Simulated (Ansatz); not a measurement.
System: rock-salt RbBr. Method: r²SCAN0 in Ansatz (plane waves, PAW).

Settings: plane-wave cutoff 520 eV, 6×6×6 k mesh, Fermi–Dirac smearing 0.01 eV, scalar-relativistic PAW data made under PBE.

A third-order Birch–Murnaghan fit to the energies gives V0 = 41.233 Å³/atom, B0 = 14.2 GPa, B′ = 5.1.

```csv
V (Å³/atom),P (GPa)
39.199,…
40.283,…
41.263,-0.010
42.294,…
43.326,…
```

Question: Estimate the withheld pressures from this fit; the answers are the runs' own values.

Answer: 
- 39.199, P (GPa): 0.820
- 40.283, P (GPa): 0.352
- 42.294, P (GPa): -0.339
- 43.326, P (GPa): -0.621

The formula P = (3/2) B0 (x^(7/3) − x^(5/3)) [1 + (3/4)(B′ − 4)(x^(2/3) − 1)] with x = V0/V meets the computed pressures within 0.01 GPa when these rounded values are put in.

Measured, for comparison: bulk modulus 16 GPa (4 K, zero-point motion not removed; as tabulated in Doll and Stoll (1998), arXiv:cond-mat/9801031); equilibrium volume per atom 39.69 Å³/atom (low temperature, zero-point motion not removed; as tabulated in Doll and Stoll (1998), arXiv:cond-mat/9801031). Computed (rounded) less measured: bulk modulus -11 %, equilibrium volume per atom +3.9 %.

Computed values are for the static lattice.

Ansatz is a first-principles code.
